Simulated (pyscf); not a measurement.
Single points on ωB97X-D3(BJ)/def2-SVP structures (PySCF, gas phase). MP2 and CC: frozen core, UHF for open shells. ΔMP2 is the change of the MP2 total energy from the triple- to the quadruple-zeta basis.

### Question
H₂Si=PH + SiH₄ → H₃Si–SiH₂–PH₂
Surface: singlet. Broken: H–Si. Formed: H–P, Si–Si. Give ΔE‡ and ΔE from CCSD(T)/def2-TZVPP + ΔMP2(QZVPP), relative to the separated reactants.

### Answer
ΔE‡ = 1.62 eV, ΔE = -1.46 eV. Zero-point energy shifts the barrier by +0.02 eV. It is an addition across a multiple bond or ene-type step, with an imaginary mode of 1079i cm⁻¹. The same reactants have a lower exit, to H₃Si–PH–SiH₃ (barrier +0.57 eV at ωB97M-D3(BJ)/def2-TZVP, against +1.58 eV here). H₃Si–SiH₂–PH₂ lies 0.25 eV over its isomer H₃Si–PH–SiH₃ (electronic energy, ωB97M-D3(BJ)/def2-TZVP). This is the saddle that the search found; another between the same sides may lie lower. The CCSD(T) − MP2 part came from Ansatz, without density fitting, on the same reference.
